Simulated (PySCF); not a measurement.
An unknown is described by computed data only.

Formula: C4H5NO.

| Property | Result |
| --- | --- |
| Polarisability | 59.5 au [wB97X-D/def2-SVPD] |
| 13C NMR | chemical shifts (computed TMS as zero) by class: 157.8 (1 C), 122.6 (1 C), 76.8 (1 C), 16.0 (1 C) ppm [GIAO B97-2/pcSseg-2] |
| Rotational structure | rotational constants A, B, C: 9.395, 2.608, 2.070 GHz [PBE0-D3(BJ)/def2-SVP] |
| UV, first state | lowest singlet excitation: 5.34 eV (232 nm, f = 0.002) [TDDFT wB97X-D/def2-SVPD] |
| Couplings | largest of the computed one-bond spin–spin couplings (means over like bonds): 13C–1H +244.9, 13C–1H +204.1, 13C–1H +176.6 (×2), 15N–1H -94.5, 13C–13C +74.5, 17O–13C +28.6, 15N–13C -23.5, 13C–13C +17.2 Hz [B3LYP/pcJ-1, spin–dipole term left out for some pairs] |
| 1H NMR | chemical shifts (computed TMS as zero) by class: 8.28 (1 H), 6.37 (1 H), 5.53 (1 H), 2.00 (2 H) ppm [GIAO B97-2/pcSseg-2] |

Gas-phase values; electronic properties from PySCF, density fitting. Levels stand in brackets. The structure is a single PBE0-D3(BJ)/def2-SVP conformer in the gas phase; no vibrational or solvent corrections. NMR values are class means; diastereotopic atoms form classes of their own.

Question: Propose a structure and show how it fits.

Answer: Numbering: `[O:1]=[CH:2][NH:3][C:4]1=[CH:5][CH2:6]1`. Its formula, C4H5NO, gives 3 degrees of unsaturation: 1 ring and 2 π bonds in the structure found. 4 carbons fall into 4 classes; from least to most shielded: amide carbonyl carbon [C2] (157.8 ppm), vinylic carbon bearing nitrogen [C4] (122.6 ppm), alkene CH carbon [C5] (76.8 ppm), allylic carbon [C6] (16.0 ppm). Hydrogen classes from least to most shielded: 1 H on an amide carbonyl carbon, C2 (8.28 ppm), 1 H on an amide nitrogen, N3 (6.37 ppm), 1 H on an alkene CH carbon, C5 (5.53 ppm), 2 H on an allylic carbon, C6 (2.00 ppm). The couplings run between: +244.9 Hz, alkene CH carbon [C5] and its hydrogen; +204.1 Hz, amide carbonyl carbon [C2] and its hydrogen; +176.6 Hz, allylic carbon [C6] and its hydrogen (with 1 like pair); -94.5 Hz, amide nitrogen [N3] and its hydrogen; +74.5 Hz, vinylic carbon bearing nitrogen [C4] and alkene CH carbon [C5]; +28.6 Hz, amide oxygen [O1] and amide carbonyl carbon [C2]; -23.5 Hz, amide nitrogen [N3] and vinylic carbon bearing nitrogen [C4]; +17.2 Hz, vinylic carbon bearing nitrogen [C4] and allylic carbon [C6]. The optimised geometry has point group Cs and is an asymmetric top. Structure: `O=CNC1=CC1`. Computed isomers that give other values at the same levels: `C#CC(=O)NC` (smallest rotational constant: 1.886 GHz; this holds for the one conformer computed); `N#CCCC=O` (rotational constant A: 16.154 GHz; this holds for the one conformer computed); `O=C=NC1CC1` (lowest singlet excitation: 6.30 eV (197 nm, f = 0.001)). The assignments are read from this structure; whether some other isomer fits the data as well wasn't checked.

Conformer computed: `[O:1]=[CH:2][NH:3][C:4]1=[CH:5][CH2:6]1`: O1–C2–N3–C4 0°, C2–N3–C4–C5 180°.
